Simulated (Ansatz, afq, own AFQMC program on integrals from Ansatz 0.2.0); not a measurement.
**AlGeH$_{4}$, doublet in 6-31G, levels against AFQMC with the constraint released**

```
atom    x (Å)    y (Å)    z (Å)
  Ge   0.0000   0.0000   0.7847
  Al   0.0000   0.0000  -1.8784
   H  -1.1260   0.0000  -0.5236
   H   1.1260   0.0000  -0.5236
   H   0.0000  -1.4027  -2.6096
   H   0.0000   1.4027  -2.6096
```

Connectivity, by distances: Ge–AlH2, 2 bridging H.

Basis 6-31G. Only valence electrons are correlated. Integrals, coupled cluster, full CI and functionals: Ansatz 0.2.0; the random walks run on the same integrals in our own AFQMC program. ph-AFQMC/CISD is guided by a CISD state made of CCSD amplitudes; releasing the constraint for a short imaginary time cuts its bias at the price of noise, slowly where states lie close. Free projection: walkers drawn from exp(T), propagated without any constraint. Its projection time is finite, and what remains of the start isn't in its error. ± is one standard error of the sampling. No spin–orbit coupling.

Determinant: UHF, the one that the program's search chose, which needn't be the lowest solution. The geometry is a point of a scan.

No full CI on the walks' own integrals is used here. The released AFQMC energy serves as the reference, which it does only where one determinant dominates, the energy is flat over the last release times and near the phaseless one (40 meV or 2 meV an electron, half that with transition metals). On small molecules, where full CI could be run and the noise was under 10 meV, such values lay within 10 meV of it in 19 cases of 20, a flattering rate, since the rule was set on those same cases; what remains of the bias isn't in the error bar.

Cautions: no relativity below Rb; no spin-orbit coupling; inner d shell frozen; the released value is read at 2.40 1/Eh (meV from the phaseless value at times in 1/Eh: -2 ± 5 at 0.24, -1 ± 5 at 0.51, -4 ± 5 at 0.99, -6 ± 5 at 1.62, 1 ± 6 at 2.40).

```
T1 diagnostic                               : 0.0140
weight of the determinant in the CISD state : 0.909
⟨S²⟩ of the determinant                     : 0.757
size of the correlated space                : 11 electrons in 31 orbitals
```

```
  level  correlation energy (eV)
    MP2                  -2.3160
   CCSD                  -3.1136
CCSD(T)                  -3.1756
```

(1) Estimate where phaseless AFQMC with a CISD trial lies against CCSD(T) on the same integrals.

(1) 2.4 ± 0.4 kJ/mol below CCSD(T).

Reference: AFQMC with the constraint released, correlation energy -3.199 ± 0.006 eV.

```csv
level,E − E(reference) (kJ/mol),share of correlation (%)
CCSD(T),2.3 ± 0.5,99.25
ph-AFQMC/CISD,-0.1 ± 0.7,100.02
free AFQMC,0.5 ± 0.7,99.84
```

Free projections are given only where their last times agree within the noise and don't stop above the reference; a slow remainder of the start can still hide under it. A walk keeps the symmetry of its determinant, which the program's search chose and which needn't be the lowest solution, so a lower state of the same spin and another symmetry isn't excluded. Released energies are given only where the last usable release times agree within the noise; a slower fall can still hide under it.
